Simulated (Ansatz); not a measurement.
# How the work function of the (111) face of bcc Nb moves with the method

Question: Put these levels in order of the work function of the (111) face that they give for bcc Nb, smallest first: LDA (Ansatz, an electronic-structure program), PBEsol (Ansatz), r²SCAN (Ansatz).

Answer: r²SCAN (3.83 eV), PBEsol (3.92 eV), LDA (4.13 eV)

Computed faces are unreconstructed. Each level is taken at its own relaxed cell. Ansatz's density-functional and Hartree–Fock values are scalar-relativistic unless marked +SOC, with PAW data made under PBE.
